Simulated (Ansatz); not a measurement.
# CHBSi+ (quartet): from Hartree-Fock to the top rungs, def2-TZVPP

The task here is to estimate one member of a computed series from the others.

Program: Ansatz 0.2.0, Gaussian basis. Level of theory: def2-TZVPP, core rule «outside noble gas», up to 7 orbitals frozen. These are calculated values, not measurements.

Plan: UHF; ROHF; CCSD(T) on UHF.

2 further runs of the same task are left out: 2 set aside as unsound or not needed.

## The geometry

The geometry is a PBE0/def2-TZVP stationary point (not a proven minimum) of the parent state, kept for this charge and spin.

4 atoms, charge 1, spin multiplicity 4.

Atoms are counted from 1 here; the program's logs count them from 0.

Bond lengths: B1–Si2 2.104 Å, B1–C3 1.413 Å, Si2–C3 1.748 Å, Si2–H4 1.507 Å. Angles: Si2–B1–C3 55.5°, B1–Si2–C3 41.8°, B1–Si2–H4 159.6°, C3–Si2–H4 117.8°, B1–C3–Si2 82.7°.

Set-up of the first run:

in.yaml reads:

```yaml
crystal:
  periodic: [false, false, false]
  atoms:
    - {symbol: B, position_ang: [0.000000, -0.542119, 1.311636]}
    - {symbol: Si, position_ang: [0.000000, -0.137461, -0.752718]}
    - {symbol: C, position_ang: [0.000000, 0.754866, 0.750494]}
    - {symbol: H, position_ang: [0.000000, 0.649881, -2.037416]}
basis:
  gaussian: {orbitals: def2-TZVPP}
total_charge: 1
magnetization: {spin_polarized: true, initial_magnetization: 3}
hamiltonian: {xc: hf}
output: {orbitals: {seedname: orbitals}}
```

Started as:

```bash
$ ansatz run in.yaml --threads 1 --pin off --events-out ev --progress --plain --max-ram 4096MiB --backend cpu
```

Steps of the session up to this table: UHF; ROHF; CCSD(T) on UHF.

One of the session's tables, all rows but one given; the rest of the session is left out.

It belongs to the step «Misses and costs». 

```
  method  from UCCSD(T) (kcal/mol)
    ROHF                   +196.43
     UHF                         ?
    UMP2                    +34.69
   UCCSD                     +9.61
UCCSD(T)                         0
```

Q: Estimate the row for UHF from the others.

As computed: from UCCSD(T) (kcal/mol): +185.96. In the column «from UCCSD(T) (kcal/mol)» it lies between UMP2 (+34.69) and ROHF (+196.43).
